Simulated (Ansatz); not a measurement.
# BSiH2 (quartet): the correlation ladder at distance Si1–B2 = 1.915 Å, cc-pVTZ

An exercise on one series of results from a longer session: the logs are not shown, and one member is left open.

Method: cc-pVTZ, core rule «outside noble gas», up to 6 orbitals frozen; program: Ansatz 0.2.0, Gaussian basis.

To be run: UHF; CCSD(T) on ROHF; CCSD(T) on UHF; BCCD(T) on ROHF; CASSCF and NEVPT2, 5 electrons in 5 orbitals; CASSCF and NEVPT2, 9 electrons in 10 orbitals.

2 further runs of the same task are left out: 2 that didn't finish. Runs told in other sessions of the task aren't counted.

## The geometry

The geometry derives from a PBE0/def2-TZVP stationary point (not a proven minimum). One bond is set to the value named and the two fragments are kept rigid.

4 atoms, charge 0, spin multiplicity 4.

Atoms are counted from 1 here; the program's logs count them from 0.

Bond lengths: Si1–B2 1.915 Å, Si1–H3 1.512 Å, B2–H4 1.193 Å. Angles: B2–Si1–H3 126.7°, Si1–B2–H4 134.2°.

The first run:

in.yaml reads:

```yaml
crystal:
  periodic: [false, false, false]
  atoms:
    - {symbol: Si, position_ang: [0.000000, -0.047060, 0.551810]}
    - {symbol: B, position_ang: [0.000000, -0.060513, -1.363344]}
    - {symbol: H, position_ang: [0.000000, 1.171072, 1.447364]}
    - {symbol: H, position_ang: [0.000000, 0.789266, -2.200146]}
basis:
  gaussian: {orbitals: cc-pVTZ}
magnetization: {spin_polarized: true, initial_magnetization: 3}
hamiltonian: {xc: hf}
output: {orbitals: {seedname: orbitals}}
```

Started as:

```console
ansatz run in.yaml --threads 1 --pin off --events-out ev --progress --plain --max-ram 4096MiB --backend cpu
```

Steps of the session up to this table: UHF; CCSD(T) on ROHF; CCSD(T) on UHF; BCCD(T) on ROHF; CASSCF and NEVPT2, 5 electrons in 5 orbitals; CASSCF and NEVPT2, 9 electrons in 10 orbitals.

One of the session's tables, all rows but one given; the rest of the session is left out.

```
        method  from RCCSD(T) (meV)
          ROHF              +5447.4
           UHF                    ?
          RMP2              +1078.2
          UMP2              +1096.4
         RCCSD               +207.2
         UCCSD               +202.6
      RCCSD(T)                    0
      UCCSD(T)                 -0.7
       BCCD(T)                 -2.0
   CASSCF pair              +5052.8
   NEVPT2 pair              +1182.4
CASSCF valence              +3800.4
NEVPT2 valence               +948.9
```

Q: Estimate the row for UHF from the others.

The run gave: from RCCSD(T) (meV): +5332.5. In the column «from RCCSD(T) (meV)» it lies between CASSCF pair (+5052.8) and ROHF (+5447.4).

Limits of these values: Restricted and unrestricted rows rest on different reference determinants; a gap between their highest levels can come from leftover correlation error, from unlike frozen cores or from another state.
